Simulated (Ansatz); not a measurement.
# SiPF+ (quartet): from Hartree-Fock to the top rungs, cc-pVDZ

How much of the correlation energy of SiPF+ (quartet) does each wave-function method recover here?

Program: Ansatz 0.2.0, Gaussian basis. Level of theory: cc-pVDZ, core rule «outside noble gas», up to 11 orbitals frozen. These are calculated values, not measurements.

The runs, in order: UHF; CCSD(T) on ROHF; CCSD(T) on UHF; BCCD(T) on ROHF; CISD; CCSDT(Q) on ROHF; CCSDT(Q) on UHF.

31 further runs of the same task are left out: 11 for a known fault of the program, 8 that didn't finish, 12 set aside as unsound or not needed.

### 1 The geometry

The geometry is a PBE0/def2-TZVP stationary point (not a proven minimum) of the parent state, kept for this charge and spin.

3 atoms, charge 1, spin multiplicity 4.

Atoms are counted from 1 here; the program's logs count them from 0.

Bond lengths: F1–P2 1.612 Å, P2–Si3 2.219 Å. Angles: F1–P2–Si3 106.4°.

Geometry (Å):

```xyz
3

F     0.0000   -0.6743    1.4903
P     0.0000    0.6004    0.5035
Si    0.0000   -0.2060   -1.5634
```

### 2 UHF

Input file in.yaml:

```yaml
crystal:
  periodic: [false, false, false]
  atoms:
    - {symbol: F, position_ang: [0.000000, -0.674306, 1.490349]}
    - {symbol: P, position_ang: [0.000000, 0.600388, 0.503498]}
    - {symbol: Si, position_ang: [0.000000, -0.205998, -1.563422]}
basis:
  gaussian: {orbitals: cc-pVDZ}
total_charge: 1
magnetization: {spin_polarized: true, initial_magnetization: 3}
hamiltonian: {xc: hf}
output: {orbitals: {seedname: orbitals}}
```

Run with:

```console
$ ansatz run in.yaml --threads 1 --pin off --events-out ev --progress --plain --max-ram 2393MiB
```

After this run come: CCSD(T) on ROHF; CCSD(T) on UHF; BCCD(T) on ROHF; CISD; CCSDT(Q) on ROHF; CCSDT(Q) on UHF.

Q: Predict the results of all the runs planned. Wanted: UCCSDT(Q) below the RHF energy; RMP2 from UCCSDT(Q); UMP2 from UCCSDT(Q); RCCSD from UCCSDT(Q); RCCSD(T) from UCCSDT(Q); UCCSD(T) from UCCSDT(Q); RCCSDT(Q) from UCCSDT(Q); T1 diagnostic.

As calculated:

| quantity | value |
| --- | --- |
| UCCSDT(Q) below the RHF energy | -10.3569 eV |
| RMP2 from UCCSDT(Q) | +1205.1 meV |
| UMP2 from UCCSDT(Q) | +1288.6 meV |
| RCCSD from UCCSDT(Q) | +420.5 meV |
| RCCSD(T) from UCCSDT(Q) | +88.5 meV |
| UCCSD(T) from UCCSDT(Q) | +90.8 meV |
| RCCSDT(Q) from UCCSDT(Q) | +7.9 meV |
| levels within 1 kcal/mol (43 meV) | RCCSDT, UCCSDT, RCCSDT(Q) |
| T1 diagnostic | 0.032 |

In words: RCCSD(T) lands +88.5 meV from the yardstick (0.9 % of the correlation energy). These misses are within one basis, not against nature; the frozen cores of restricted and unrestricted runs differ, which can shift their rows.
